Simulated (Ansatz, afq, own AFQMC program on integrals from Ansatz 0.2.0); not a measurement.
## BGe, quartet: a scan with AFQMC

```xyz
2

Ge    0.0000    0.0000    0.0000
B     0.0000    0.0000    1.9774
```

The Ge1–B2 distance is changed with both sides rigid. Energies in kcal/mol count from this geometry (1.977 Å) at the same level; the start stands on UHF, each point on the determinant named.

Basis cc-pVDZ. Only valence electrons are correlated. Integrals, coupled cluster, full CI and functionals: Ansatz 0.2.0; the random walks run on the same integrals in our own AFQMC program. ph-AFQMC/CISD is guided by a CISD state made of CCSD amplitudes; releasing the constraint for a short imaginary time cuts its bias at the price of noise, slowly where states lie close. Uncertainties: one standard error, sampling alone. No spin–orbit coupling.

Cautions, each for one point or more: inner d shell frozen; lower spins were not checked; no relativity below Rb; no spin-orbit coupling; raised T1 diagnostic; strong correlation.

```csv
r(Ge1–B2) / Å,det.,T1,weight,⟨S²⟩,PBE,wB97M-V,CCSD(T)
1.755,UHF,0.042,0.88,3.75,15.0,12.7,16.9
2.154,UHF,0.037,0.86,3.76,2.4,4.0,1.7
2.778,UHF,0.088,0.77,3.77,31.9,36.6,31.3
3.601,UHF,0.022,0.88,3.77,60.1,60.2,54.7
5.415,UHF,0.009,0.89,3.77,78.3,66.9,60.1
```

Q: Estimate the curve of full CI, counted from the same start.

A: 
| r(Ge1–B2) / Å | det. | T1 | weight | ⟨S²⟩ | FCI | ph-AFQMC/CISD | CCSDT(Q) |
| --- | --- | --- | --- | --- | --- | --- | --- |
| 1.755 | UHF | 0.042 | 0.88 | 3.75 | 17.2 | 17.0 ± 0.1 | 17.2 |
| 2.154 | UHF | 0.037 | 0.86 | 3.76 | 1.5 | 1.9 ± 0.1 | 1.5 |
| 2.778 | UHF | 0.088 | 0.77 | 3.77 | 29.8 | 31.7 ± 0.1 | 29.3 |
| 3.601 | UHF | 0.022 | 0.88 | 3.77 | 53.0 | 55.0 ± 0.1 | 52.9 |
| 5.415 | UHF | 0.009 | 0.89 | 3.77 | 61.1 | 60.8 ± 0.1 | 61.2 |

Weight is that of the determinant in the CISD state; at the start T1 is 0.040 and the weight 0.87, and ⟨S²⟩ is 3.76. Largest departures from full CI: CCSD(T) 1.7 kcal/mol at 3.601 (on UHF), ph-AFQMC/CISD 2.0 kcal/mol at 3.601 (on UHF), CCSDT(Q) -0.5 kcal/mol at 2.778 (on UHF), PBE 17.2 kcal/mol at 5.415, wB97M-V 7.2 kcal/mol at 3.601. Functionals count only at points shown to share the start's state and spin. In this small basis the wave-function levels are far from their limit, so their gap to the functionals isn't the functionals' error. In total energy ph-AFQMC/CISD lies 35 ± 4 meV above full CI at the start, so its agreement along the curve rests in part on cancellation.

CCSDT and higher add their correlation energy to the determinant of the CCSD(T) run, since their own runs factorise the integrals more tightly (a shift of under 2 meV). A walk keeps the symmetry of its determinant, which the program's search chose and which needn't be the lowest solution, so a lower state of the same spin and another symmetry isn't excluded.
